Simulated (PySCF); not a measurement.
Computed with TPSSh-D3(BJ)/def2-TZVP // PBE0-D3(BJ)/def2-TZVP (PySCF). Isolated molecules, 0 K electronic values unless said otherwise. Delta-SCF ions had no search for a lower state. Excitations are Tamm–Dancoff values on a coarser integration grid. The basis has no diffuse functions, so Rydberg states are missing or too high.

Reference species (SMILES): `CB(C)F` (neutral, multiplicity 1).

```json
{
  "HOMO–LUMO gap": "7.54 eV",
  "S1 excitation (TDA)": "6.79 eV",
  "vertical ionisation energy (Delta-SCF)": "10.78 eV",
  "S1 oscillator strength": "0.000"
}
```

After one change: the HOMO–LUMO gap increases by 3.64 eV; the S1 excitation (TDA) goes up by 3.64 eV; the vertical ionisation energy (Delta-SCF) goes up by 4.00 eV; the S1 oscillator strength stays essentially unchanged.

Problem. Name the change that produced these shifts. The new species is one of these.
A. `CB(C)C`
B. `FB(F)F`
C. `CB(F)F`

Solution. B, `FB(F)F`
